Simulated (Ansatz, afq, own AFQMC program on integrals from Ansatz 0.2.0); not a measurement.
Integrals from Ansatz 0.2.0, then the random walk in our own AFQMC program (afq).

```yaml
crystal:
  periodic: [false, false, false]
  atoms:
    - {symbol: O, position_ang: [-0.321681, -0.099200, 1.442639]}
    - {symbol: Ti, position_ang: [0.407909, -0.343290, -0.136368]}
    - {symbol: F, position_ang: [-0.093851, -1.722282, -1.100102]}
    - {symbol: Cl, position_ang: [1.940080, 1.068341, -0.900347]}
    - {symbol: H, position_ang: [-0.538456, 0.267431, 2.302778]}
basis:
  gaussian: {orbitals: def2-TZVP}
magnetization: {spin_polarized: true, initial_magnetization: 1}
correlation: {method: ccsd_t, electrons: outside_noble_gas, hamiltonian_folder: ham}
```

```sh
$ ansatz run in.yaml --threads 2 --pin off --events-out ev --progress --plain --max-ram 49920MiB --backend cuda --devices 0, --max-vram 37GiB
```

afq runs on the folder ham with

```
--method phaseless --trial cisd --walkers 400 --populations 10 --least-time 60 --time-step 0.005 --steps-per-block 50 --equilibration-blocks 40 --max-blocks 4000 --target-error 0.0003 --factor-cut 1e-05 --start spin_pure --seed 8577 --release-times 0.24,0.48,0.8,1.2 --release-step 0.04 --release-every 5 --taylor-order 6
```

Times are imaginary, in 1/Eh. The walk had a cap of 318 s. With eight or more populations the least sampling time is a fifth of least-time, and the error comes from their spread.

Log:

```
orbitals 134  electrons 13 12  factors 1025 of 1078
reference energy -1483.10952717 Eh
CCSD correlation -0.78942207 Eh in 17 cycles, weight of the determinant in the CISD state 0.7938
energy of the start -1483.898824 Eh
 block  time / (1/Eh)  mean weight  energy / Eh
     1     0.250  0.9994  -1483.880975
     2     0.500  1.0011  -1483.892987
     3     0.750  1.0010  -1483.908971
     4     1.000  1.0003  -1483.915869
     5     1.250  0.9971  -1483.925971
     7     1.750  1.0015  -1483.933887
     9     2.250  1.0014  -1483.931957
    17     4.250  0.9968  -1483.936962
    33     8.250  1.0018  -1483.928677
    49    12.250  0.9967  -1483.938516
    65    16.250  0.9971  -1483.933089
    81    20.250  0.9998  -1483.926277
    97    24.250  0.9971  -1483.933038
   113    28.250  0.9975  -1483.933722
   129    32.250  1.0001  -1483.930206
   145    36.250  0.9989  -1483.937273
   161    40.250  1.0001  -1483.933228
   177    44.250  0.9998  -1483.942667
   193    48.250  1.0019  -1483.931935
   209    52.250  0.9990  -1483.928874
   225    56.250  0.9989  -1483.933434
   241    60.250  1.0016  -1483.930003
   257    64.250  0.9999  -1483.934464
   273    68.250  1.0013  -1483.926154
   281    70.250  0.9987  -1483.920799
   289    72.250  1.0000  -1483.949680
   305    76.250  0.9984  -1483.932079
   321    80.250  0.9994  -1483.949280
   329    82.250  0.9986  -1483.932391
error from the spread of 10 populations
released: time / (1/Eh)  energy / Eh  error  mean overlap
  0.24  -1483.934113  0.001032  0.9946
  0.48  -1483.934965  0.001123  0.9883
  0.80  -1483.936354  0.001532  0.9725
  1.20  -1483.935560  0.001198  0.9638
energy -1483.934778 +/- 0.000644 Eh
(rows thinned)
```

The run passed its tests (sampling time, drift between the halves within three errors, error under three times the target), which doesn't prove that it has relaxed, ending at its cap on processor time.

Against this walk (error 17.5 meV) on the same determinant: CCSD(T) 71.9 meV higher. The error is statistical and leaves out the bias of the constraint. None of these is a sure reference here. Released to 1.20 1/Eh the energy moves by -21 ± 37 meV (both errors), within twice the noise.

Cautions: constraint bias not in the error; error above the target (17.5 against 8.2 meV); no relativity below Rb; outer-core shells of the metal frozen.

The walk took 5.3 min on 1 × NVIDIA H100 80GB HBM3 with 4 threads of AMD EPYC 7R13 Processor (Zen 3) (shared host) (the card was shared). The log's last line is the phaseless energy.
